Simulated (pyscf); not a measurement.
**Routes from •H₂Si–GeH₃ + H₂**

Candidate steps break at most two bonds and form at most two. Each was searched with GFN2-xTB (tblite) first. Structures and frequencies: ωB97X-D3(BJ)/def2-SVP in PySCF. Energies: ωB97M-D3(BJ)/def2-TZVP, kJ/mol, from the separated reactants, doublet surface; ΔG‡ with ideal gas, 1 atm, RRHO with modes under 100 cm⁻¹ raised to 100, one conformer, R ln 2 for chiral ones without a mode under 150 cm⁻¹.

```tsv
products	type	ΔE‡	ΔE	ΔG‡ 298 K	ΔG‡ 900 K	ν‡ (cm⁻¹)
H₃Si–GeH₃ + H•	hydrogen abstraction	75.7	+57.9	98.0	163.5	907i
SiH₃• + GeH₄	four-centre exchange	204.4	+1.2	220.6	259.4	416i
```

Plain bond fissions and candidates not yet searched are not listed, and one of them may be faster. Each barrier is that of the saddle found; lower ones may exist. Elements up to Kr have no core potential and no relativistic terms here.
